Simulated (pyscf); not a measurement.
Four-centre exchange: F–Si(F)(F)–F + HF → HF + F–Si(F)(F)–F

Gas phase, singlet surface, charge 0. Bonds broken: F1–Si2, F6–H7. Bonds formed: F1–H7, Si2–F6. PySCF, gas phase, ωB97X-D3(BJ)/def2-SVP geometries.

Transition state (Å):

```xyz
7

F     -2.2374    -0.4584     0.6883
Si    -0.6053    -0.4140    -0.1307
F      0.0821     0.6558     0.8315
F     -1.3138     0.2997    -1.3821
F      0.5400    -1.2085    -0.9285
F     -0.6970    -1.8457     1.0143
H     -1.7229    -1.3731     1.1960
```

One imaginary mode, 625i cm⁻¹; descent along it reached the two sides named.

```csv
bond,change,reactant side (Å),saddle,product side
F1–Si2,breaks,1.604,1.827,2.7
F6–H7,breaks,0.927,1.144,2.172
F1–H7,forms,2.183,1.166,0.927
Si2–F6,forms,2.7,1.835,1.604
```

Electronic energies relative to the separated reactants (kcal/mol):

```tsv
level	barrier	reaction energy	reverse barrier
ωB97X-D3(BJ)/def2-TZVP	27.8	0.0	27.8
PBE/def2-TZVP	23.4	0.0	23.4
r²SCAN/def2-TZVP	24.0	0.0	24.0
B3LYP-D3(BJ)/def2-TZVP	28.3	0.0	28.3
PBE0-D3(BJ)/def2-TZVP	26.1	0.0	26.1
M06-2X/def2-TZVP	27.3	0.0	27.3
ωB97M-D3(BJ)/def2-TZVP	27.4	0.0	27.4
HF/def2-TZVP	44.9	0.0	44.9
```

With ωB97M-D3(BJ)/def2-TZVP energies and thermal terms (ideal gas, 1 atm, RRHO with modes under 100 cm⁻¹ raised to 100, one conformer, R ln 2 for chiral ones without a mode under 150 cm⁻¹), in kcal/mol:

```csv
T (K),ΔH‡,ΔG‡,ΔH,ΔG
298,26.5,35.8,0.0,0.0
600,26.0,45.4,0.0,0.0
900,26.2,55.1,0.0,0.0
1200,26.6,64.6,0.0,0.0
```

One saddle was located; it need not be the lowest between these sides.
